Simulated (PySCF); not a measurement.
# Ionising BN

PBE0; PySCF, no relativity, basis sets B cc-pVTZ, N cc-pVTZ. Neutral (UKS): triplet (σ ↑, π ↑), Re = 1.317 Å, ωe = 1595 cm⁻¹, De = 4.80 eV, HOMO -8.65 eV, LUMO -5.07 eV.

BN⁺ (UKS): quartet (σ ↑, π ↑↑), Re = 1.436 Å, ωe = 1171 cm⁻¹, De = 2.23 eV to B⁺ + N. The energies at the minima are -79.33619 hartree for BN and -78.92383 for BN⁺.

Work out the adiabatic ionisation energy, without and with harmonic zero-point energies (1 hartree = 27.2114 eV, 1 eV = 8065.5 cm⁻¹), and the change of the bond length.

At PBE0: 0.41236 hartree = 11.221 eV between the minima; the zero-point term (1171.0 − 1595.0)/2 cm⁻¹ = -0.026 eV makes it 11.195 eV. Re changes by +11.9 pm against the neutral. The electron leaves a π orbital, and the longer bond of the ion fits a bonding orbital, or a change in how ionic the bond is.

For an ion De counts to the pair picked by the measured ionisation energies or electron affinities, which need not be the lowest pair at this level. States were picked by a PBE0 search and need not be the measured ground states.
